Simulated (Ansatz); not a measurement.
Compare A (`C=CC(N)=O`) with its isomer B (`NC1=C(O)C1`).

Computed with Ansatz on PBE0-D4/def2-TZVP structures; ΔE is electronic, products minus reactants. CCSD(T)/CBS is the MP2 limit (def2-TZVPP, def2-QZVPP) plus CCSD(T) − MP2 in def2-TZVPP, frozen cores. DFT in def2-TZVPP. B3LYP here is the variant with VWN-RPA as its local correlation; programs differ in this. Each species was taken in one conformer, which may not be the lowest.

A:

```xyz
10

C    -0.632   -1.053   -1.327
C    -0.596   -0.129   -0.379
C     0.657    0.115    0.389
N     0.558    1.088    1.331
O     1.685   -0.500    0.196
H    -1.531   -1.249   -1.900
H     0.258   -1.633   -1.543
H    -1.473    0.466   -0.142
H     1.367    1.302    1.885
H    -0.294    1.594    1.489
```

B:

Z-matrix (Å, degrees):
```
C
C 1 1.485
C 1 1.507 2 51.0
H 1 1.099 2 120.5 3 104.6
H 1 1.096 2 120.5 3 -105.2
O 2 1.343 1 144.4 3 -166.1
N 3 1.371 1 140.1 2 166.1
H 6 0.961 2 108.2 1 -28.7
H 7 1.009 3 113.9 1 -179.4
H 7 1.009 3 113.8 1 51.4
```

Task: Which is lower in electronic energy at CCSD(T)/CBS, and by how much? (Best estimate.)

Result: Ansatz gave: A, by 258.5 kJ/mol.

Task: Give E(B) − E(A) in kJ/mol with BLYP-D4, B3LYP, CCSD(T)/def2-TZVPP, MP2/def2-TZVPP, B2PLYP, CCSD/def2-TZVPP, PBE0-D4. (An estimate is asked.)

Result: The calculation gave: BLYP-D4 268.4, B3LYP 264.2, CCSD(T)/def2-TZVPP 261.0, MP2/def2-TZVPP 250.3, B2PLYP 264.7, CCSD/def2-TZVPP 261.2, PBE0-D4 240.7. None reverses the order clearly.

Task: Does the order hold for the free energy at 298.15 K (harmonic terms from PBE0-D4)? (An estimate is asked.)

Result: The calculation gave: Yes: G(B) − G(A) = +258.6 kJ/mol, for one conformer each.

Largest T1 diagnostic: 0.015.

In def2-TZVPP, CCSD(T) changes the Hartree–Fock value by −30.6 kJ/mol (the triples alone add −0.1 kJ/mol) and MP2 by −41.3 kJ/mol. From r2SCAN to r2SCAN0 (25 % exact exchange), in def2-TZVPP and without D4, E(B) − E(A) moves by −5.5 kJ/mol.
